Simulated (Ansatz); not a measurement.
Results of revPBE in Ansatz (plane waves, PAW) for bcc Ba.

Settings: plane-wave cutoff 520 eV, 16×16×16 k mesh, Fermi–Dirac smearing 0.05 eV, scalar-relativistic PAW data made under PBE.

Computed at the level's own relaxed cell.

Q: Estimate the equilibrium volume per atom, bulk modulus B0, lattice constant a and pressure derivative B′ of the bulk modulus that the calculation returns.

A: 
* **equilibrium volume per atom**: 67.11 Å³/atom
* **bulk modulus B0**: 8.06 GPa
* **lattice constant a**: 5.120 Å
* **pressure derivative B′ of the bulk modulus**: 2.8

The run finds no gap.

Measured, for comparison: equilibrium volume per atom 62.31 Å³/atom (low-temperature or extrapolated to 0 K; zero-point anharmonic expansion removed; as tabulated in Csonka et al. (2009), arXiv:0903.4037); bulk modulus 9.34 GPa (corrected for temperature and zero-point phonon effects, our sources range from 9.34 to 10.6; as tabulated in Levämäki et al. (2014), arXiv:1402.3671); lattice constant a 4.995 Å (low-temperature or extrapolated to 0 K; zero-point anharmonic expansion removed, our sources range from 4.995 to 5.004; as tabulated in Csonka et al. (2009), arXiv:0903.4037). Computed (rounded) less measured: equilibrium volume per atom +7.7 %, bulk modulus -14 % (-14 % to -24 % over the range), lattice constant a +2.5 % (+2.3 % to +2.5 % over the range).

Spin–orbit coupling is not included.

Computed values are for the static lattice.

Cost on a shared machine: around 70 core-seconds (rough).

Ansatz is an electronic-structure program.
